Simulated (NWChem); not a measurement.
All runs are NWChem calculations. System: H2P, charge 0, spin multiplicity 2, at a geometry optimised with UPBE/def2-SVP. The structure started from a generated list of species. Its SCF solution wasn't tested for a lower state. Level: UMP2/cc-pVTZ, 5 core orbitals frozen.

Output (cleaned and shortened):

```
             Northwest Computational Chemistry Package (NWChem) 7.3.0
             --------------------------------------------------------

                                NWChem Input Module
                                -------------------

 Scaling coordinates for geometry "geometry" by  1.889725989
 (inverse scale =  0.529177249)

 Turning off AUTOSYM since
 SYMMETRY directive was detected!

                             Geometry "geometry" -> ""
                             -------------------------

 Output coordinates in angstroms (scale by  1.889725989 to convert to a.u.)

  No.       Tag          Charge          X              Y              Z
 ---- ---------------- ---------- -------------- -------------- --------------
    1 P                   15.0000     0.00000000     0.00000000     0.11960000
    2 H                    1.0000     1.02886600     0.00000000    -0.89700300
    3 H                    1.0000    -1.02886600     0.00000000    -0.89700300

 Effective nuclear repulsion energy (a.u.)      11.2329785694

            Nuclear Dipole moment (a.u.)
            ----------------------------
        X                 Y               Z
 ---------------- ---------------- ----------------
     0.0000000000     0.0000000000    -0.0000113384

      Symmetry information
      --------------------

 Group name             C2v
 Group number             16
 Group order               4
 No. of unique centers     2

      Symmetry unique atoms

     1    2


 Summary of "ao basis" -> "" (spherical)
 ------------------------------------------------------------------------------
       Tag                 Description            Shells   Functions and Types
 ---------------- ------------------------------  ------  ---------------------
 *                          cc-pvtz                   on all atoms

 Summary of "ao basis" -> "ao basis" (spherical)
 ------------------------------------------------------------------------------
       Tag                 Description            Shells   Functions and Types
 ---------------- ------------------------------  ------  ---------------------
 P                          cc-pvtz                 12       34   5s4p2d1f
 H                          cc-pvtz                  6       14   3s2p1d

                                 NWChem SCF Module
                                 -----------------

  ao basis        = "ao basis"
  functions       =    62
  atoms           =     3
  alpha electrons =     9
  beta  electrons =     8
  charge          =   0.00
  wavefunction    = UHF
  use symmetry    = T
  symmetry adapt  = T

 Summary of "ao basis" -> "ao basis" (spherical)
 ------------------------------------------------------------------------------
       Tag                 Description            Shells   Functions and Types
 ---------------- ------------------------------  ------  ---------------------
 P                          cc-pvtz                 12       34   5s4p2d1f
 H                          cc-pvtz                  6       14   3s2p1d

      Symmetry analysis of basis
      --------------------------

        a1         25
        a2          7
        b1         18
        b2         12

 Forming initial guess at       0.1s

   Symmetry analysis of molecular orbitals - initial alpha
   -------------------------------------------------------

  Numbering of irreducible representations:

     1 a1          2 a2          3 b1          4 b2

  Orbital symmetries:

     1 a1          2 a1          3 b2          4 b1          5 a1
     6 a1          7 b1          8 a1          9 b2         10 b1
    11 a1         12 a1         13 b1         14 a2         15 a1
    16 b2         17 b2         18 a1         19 b1

   Symmetry analysis of molecular orbitals - initial beta
   ------------------------------------------------------

  Numbering of irreducible representations:

     1 a1          2 a2          3 b1          4 b2

  Orbital symmetries:

     1 a1          2 a1          3 b1          4 a1          5 b2
     6 a1          7 b1          8 a1          9 b2         10 b1
    11 a1         12 b1         13 a1         14 a1         15 a2
    16 a1         17 b2         18 b2         19 b1
[...]
              MO Center= -8.4D-16, -1.5D-18, -7.8D-01, r^2= 5.5D+00
   Bfn.  Coefficient  Atom+Function         Bfn.  Coefficient  Atom+Function
  ----- ------------  ---------------      ----- ------------  ---------------
     5      2.170191  1 P  s                 37     -1.707406  2 H  s
    51     -1.707406  3 H  s                 17     -1.384862  1 P  pz
    11     -0.250385  1 P  pz                 3      0.210532  1 P  s

 center of mass
 --------------
 x =   0.00000000 y =   0.00000000 z =   0.10863212

 moments of inertia (a.u.)
 ------------------
           6.984494003274           0.000000000000           0.000000000000
           0.000000000000          14.604063348154           0.000000000000
           0.000000000000           0.000000000000           7.619569344880

  Mulliken analysis of the total density
  --------------------------------------

    Atom       Charge   Shell Charges
 -----------   ------   -------------------------------------------------------
    1 P   15    15.03   2.00  1.91  1.08  0.16  0.61  5.75  1.82  0.54  1.02  0.09  0.05  0.01
    2 H    1     0.98   0.23  0.53  0.20  0.00  0.02  0.00
    3 H    1     0.98   0.23  0.53  0.20  0.00  0.02  0.00

  Mulliken analysis of the alpha density
  --------------------------------------

    Atom       Charge   Shell Charges
 -----------   ------   -------------------------------------------------------
    1 P   15     8.07   1.00  0.96  0.56  0.08  0.32  2.88  1.19  0.31  0.70  0.05  0.02  0.00
    2 H    1     0.47   0.11  0.25  0.09  0.00  0.01  0.00
    3 H    1     0.47   0.11  0.25  0.09  0.00  0.01  0.00

   Mulliken analysis of the beta density
   -------------------------------------

    Atom       Charge   Shell Charges
 -----------   ------   -------------------------------------------------------
    1 P   15     6.97   1.00  0.95  0.53  0.08  0.29  2.87  0.62  0.23  0.32  0.04  0.02  0.01
    2 H    1     0.52   0.12  0.28  0.10  0.00  0.01  0.00
    3 H    1     0.52   0.12  0.28  0.10  0.00  0.01  0.00

   Mulliken analysis of the spin density
   -------------------------------------

    Atom       Charge   Shell Charges
 -----------   ------   -------------------------------------------------------
    1 P   15     1.10   0.00  0.00  0.03 -0.00  0.02  0.00  0.57  0.08  0.38  0.01  0.00 -0.00
    2 H    1    -0.05  -0.01 -0.03 -0.01  0.00  0.00  0.00
    3 H    1    -0.05  -0.01 -0.03 -0.01  0.00  0.00  0.00

       Multipole analysis of the density wrt the origin
       ------------------------------------------------

     L   x y z        total         alpha         beta         nuclear
     -   - - -        -----         -----         ----         -------
     0   0 0 0     -0.000000     -9.000000     -8.000000     17.000000

     1   1 0 0      0.000000      0.000000     -0.000000      0.000000
     1   0 1 0      0.000000     -0.000000      0.000000      0.000000
     1   0 0 1     -0.232442     -0.166566     -0.065865     -0.000011

     2   2 0 0    -10.540628     -9.542488     -8.558549      7.560409
     2   1 1 0      0.000000      0.000000      0.000000      0.000000
     2   1 0 1      0.000000      0.000000     -0.000000      0.000000
     2   0 2 0    -11.278025     -7.777138     -3.500886      0.000000
     2   0 1 1      0.000000      0.000000      0.000000      0.000000
     2   0 0 2    -11.667143     -9.501835     -8.678184      6.512876

                   NWChem MP2 Semi-direct Energy/Gradient Module
                   ---------------------------------------------

  Basis functions       =     62
  Molecular orbitals    =     62
  Frozen core           =      5
  Frozen virtuals       =      0
  Active alpha occupied =      4
  Active beta occupied  =      3
  Active alpha virtual  =     53
  Active beta virtual   =     54
  Use MO symmetry       = T
  Use skeleton AO sym   = T

  AO/Fock/Back tols     =   1.0D-09  1.0D-09  1.0D-09

 GA uses MA = F    GA memory limited = T

 Available:
  local mem=  1.26D+08
 global mem=  1.44D+08
 local disk=  0.00D+00
  mp2_memr nvloc                    53
  nvloc new                    53
   1 passes of   4:        4194304                      18437                   1414369.
   1 passes of   4: M    126153359           G      144171512           F     121959055.

 Semi-direct pass number   1 of   1  for UHF alpha       at        1.1s
  vrange nnbf                  1953
  mp2_eaftype                    10  avail_ma_in_mb                  1099
 EAF : mp2_eaftype filesize          10     707185.
  mp2_eaf for mointskh                     10
Node 0 wrote      3.3 Mb in      0.0 s     Agg I/O rate:   986.5 Mb/s
 Done moints_semi at        3.2s
  mp2_eaftype                    10  avail_ma_in_mb                  1089
 EAF : mp2_eaftype filesize          10     707185.
  mp2_eaf for kh                    10
 Done maket at        3.2s
 Done multipass loop at        3.2s

 GA uses MA = F    GA memory limited = T

 Available:
  local mem=  1.26D+08
 global mem=  1.44D+08
 local disk=  0.00D+00
  mp2_memr nvloc                    54
  nvloc new                    54
   1 passes of   3:        4194304                      15938                   1082359.
   1 passes of   3: M    126153359           G      144171512           F     121959055.

 Semi-direct pass number   1 of   1  for UHF beta        at        3.2s
  vrange nnbf                  1953
  mp2_eaftype                    10  avail_ma_in_mb                  1099
 EAF : mp2_eaftype filesize          10     541180.
  mp2_eaf for mointskh                     10
Node 0 wrote      2.5 Mb in      0.0 s     Agg I/O rate:   559.2 Mb/s
 Done moints_semi at        5.3s
  mp2_eaftype                    10  avail_ma_in_mb                  1089
 EAF : mp2_eaftype filesize          10     541180.
  mp2_eaf for kh                    10
 Done maket at        5.4s
 Done multipass loop at        5.4s

          -------------------------------------------
          SCF energy                -341.885951817748
          Correlation energy          -0.137544901322
          Singlet pairs                0.000000000000
          Triplet pairs                0.000000000000
          Total MP2 energy          -342.023496719070
          -------------------------------------------

          ---------------------------------------------------
                    Spin Component Scaled (SCS) MP2
          Same spin pairs                     -0.023889581745
          Same spin scaling factor             0.333333333333
          Opposite spin pairs                 -0.113655319577
          Opposite spin scaling fact.          1.200000000000
          SCS-MP2 correlation energy          -0.144349577407
          Total SCS-MP2 energy              -342.030301395155
          ---------------------------------------------------

 -----------------------
 Performance information
 -----------------------

 Timer overhead =  1.36D-07 seconds/call

               Nr. of calls         CPU time (s)                 Wall time (s)                GFlops
             ---------------    -------------------     ------------------------------   -------------------
Name         Min   Avg   Max    Min     Avg     Max     Min     Avg     Max   Mx/calls   Min     Max     Sum
mp2: moin     2     2     2    4.2     4.2     4.2      4.2     4.2     4.2     2.1      0.0     0.0     0.0
mp2: make     2     2     2   4.70E-2 4.70E-2 4.70E-2  4.70E-2 4.70E-2 4.70E-2 2.35E-2   0.0     0.0     0.0
mp2: tota     1     1     1    4.3     4.3     4.3      4.3     4.3     4.3     4.3      0.0     0.0     0.0

 The average no. of pstat calls per process was 5.00D+00
 with a timing overhead of 6.81D-07s

 Task  times  cpu:        5.3s     wall:        5.3s

 Total times  cpu:        5.4s     wall:        5.4s
```

Q: Write an NWChem input that would produce this output.

A: This is not unique; one that fits is 
```
start mol
memory heap 200 mb stack 900 mb global 1100 mb
geometry units angstroms nocenter noautoz
  P      0.000000     0.000000     0.119600
  H      1.028866     0.000000    -0.897003
  H     -1.028866     0.000000    -0.897003
  symmetry group C2v
end
basis spherical
  * library cc-pvtz
end
scf
  uhf
  nopen 1
  maxiter 100
  thresh 1e-7
  semidirect memsize 60000000 filesize 0
  # guess.movecs holds the orbitals of an unrestricted PBE0 run
  vectors input guess.movecs output mol.movecs
end
mp2
  freeze core 5
end
task mp2 energy
```
